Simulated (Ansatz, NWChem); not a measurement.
**Predicting a hybrid from its neighbours: SiS**

The species is SiS (2 atoms), meant as a singlet with charge 0. As SMILES, `[Si-]#[S+]`. Geometry: the measured bond length.

The electronic atomisation energy y, in eV, basis cc-pVTZ; a is the functional's share of exact exchange. Programs: Ansatz 0.2.0, NWChem 7.3.0.

| functional | program | a | y (eV) |
| --- | --- | --- | --- |
| TPSS | NWChem | 0 | 6.21 |
| r2SCAN | Ansatz | 0 | 6.24 |
| B3LYP | Ansatz | 0.2 | 6.09 |
| PBE0 | Ansatz | 0.25 | 6.13 |
| r2SCAN0 | Ansatz | 0.25 | ? |
| BHLYP | Ansatz | 0.5 | 5.73 |

**Question.** Fit y = c + s·a to the known rows and predict r2SCAN0.

**Answer.** 
1. Means of the 5 rows: a = 0.1900, y = 6.080.
2. Σ(Δa)² = 0.172, Σ(Δa·Δy) = -0.1605, so the slope is -0.1605/0.172 = -0.93314.
3. Intercept: 6.080 − (-0.93314) × 0.1900 = 6.257. The largest residual of the fit is 0.11.
4. r2SCAN0: 6.257 + (-0.93314) × 0.25 = 6.02 eV.

The run gave 5.98 eV, so the prediction is off by +0.04 eV, within the scatter of the fit.
